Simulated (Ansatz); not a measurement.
Two shapes of doublet C3H5.

Shape 1:

```xyz
8

C     0.0000    0.0000   -0.4065
C     0.0000    1.1315    0.1804
C     0.0000   -1.1315    0.1804
H     0.0000    0.0000   -1.4158
H     0.0000    1.9910   -0.3396
H     0.0000    1.1946    1.1849
H     0.0000   -1.9910   -0.3396
H     0.0000   -1.1946    1.1849
```

Shape 2:

```xyz
8

C    -0.0039   -0.0039   -0.4502
C    -0.0040    1.2240    0.1890
C     0.0078   -1.2359    0.1975
H    -0.0090    0.0014   -1.5347
H     0.0052    2.1562   -0.3723
H    -0.0003    1.2891    1.2912
H     0.0015   -2.1548   -0.3723
H    -0.0096   -1.2967    1.2860
```

Basis set: def2-TZVP (spherical functions). Frozen core: 3 orbitals. Charge 0, multiplicity 2.

Computed with Ansatz (development build ahead of 0.2.0); each method stands on the lowest determinant of its kind that the runs found.

Q: Which shape is lower in energy, and by how much in each method?

A:

```json
{"method": "UHF", "E(2) − E(1) (eV)": "-1.255"}
{"method": "UHF-MP2", "E(2) − E(1) (eV)": "-1.224"}
```

Shape 2 is lower. Caution: the unrestricted determinant is spin contaminated.
